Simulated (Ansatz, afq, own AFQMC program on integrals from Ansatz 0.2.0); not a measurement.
# AlP, triplet: AFQMC among the cluster methods

```xyz
2

Al    0.0000    0.0000    0.0000
P     0.0000    0.0000    2.6410
```

Basis 6-31G. Only valence electrons are correlated. Integrals, coupled cluster, full CI and functionals: Ansatz 0.2.0; the random walks run on the same integrals in our own AFQMC program. The CISD trial takes its coefficients from CCSD amplitudes. Released means that phaseless walkers are propagated on without the constraint, phases kept. Free projection: walkers drawn from exp(T), propagated without any constraint. Its projection time is finite, and what remains of the start isn't in its error. Uncertainties: one standard error, sampling alone.

Determinant: UHF, the one that the program's search chose, which needn't be the lowest solution. The geometry is a point of a scan.

Full CI on the same integrals is exact in this basis and with this determinant's frozen core.

Cautions: lower spins were not checked; the ph-AFQMC/HF walk drifts between its halves (2.1 errors).

- T1 diagnostic: 0.0248
- weight of the determinant in the CISD state: 0.902
- ⟨S²⟩ of the determinant: 2.041
- size of the correlated space: 8 electrons in 16 orbitals

Reference: full CI, correlation energy -1.964 eV. The released energy is read at 2.40 1/Eh (meV from the phaseless value at times in 1/Eh: -2.7 ± 1.7 at 0.24, -4.3 ± 1.4 at 0.51, -6.2 ± 1.1 at 0.99, -8.2 ± 1.0 at 1.62, -8.8 ± 1.1 at 2.40).

| level | E − E(reference) (kcal/mol) | share of correlation (%) |
| --- | --- | --- |
| HF | 45.29 | 0.00 |
| MP2 | 15.07 | 66.73 |
| CCSD | 1.27 | 97.20 |
| CCSD(T) | 0.41 | 99.09 |
| CCSDT | 0.07 | 99.85 |
| CCSDT(Q) | 0.00 | 99.99 |
| CCSDTQ | 0.00 | 100.00 |
| ph-AFQMC/HF | 0.53 ± 0.37 | 98.82 |
| ph-AFQMC/CISD | 0.25 ± 0.05 | 99.46 |
| released AFQMC | 0.04 ± 0.03 | 99.91 |
| free AFQMC | 0.03 ± 0.01 | 99.94 |

CCSDT and higher add their correlation energy to the determinant of the CCSD(T) run, since their own runs factorise the integrals more tightly (a shift of under 2 meV). Free projections are given only where their last times agree within the noise and don't stop above the reference; a slow remainder of the start can still hide under it. A walk keeps the symmetry of its determinant, which the program's search chose and which needn't be the lowest solution, so a lower state of the same spin and another symmetry isn't excluded. Released energies are given only where the last usable release times agree within the noise; a slower fall can still hide under it.
